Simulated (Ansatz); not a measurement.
**Zinc-blende CuCl: LO phonon frequency at X by level of theory**

No measured value is used here.

Question: Put these levels in order of the LO phonon frequency at X that they give for zinc-blende CuCl, smallest first: B3LYP (VWN-RPA form) (Ansatz, an electronic-structure program), LDA (Ansatz), PBE (Ansatz).

Answer: B3LYP (VWN-RPA form) (217 cm⁻¹), PBE (230 cm⁻¹), LDA (274 cm⁻¹)

Unless a cell is named, each level is at its own relaxed cell (LDA 17.65, PBE 19.94, B3LYP (VWN-RPA form) 21.33 Å³/atom).

Each level is taken at its own relaxed cell. K meshes differ between the levels. Ansatz's density-functional and Hartree–Fock values are scalar-relativistic unless marked +SOC, with PAW data made under PBE.
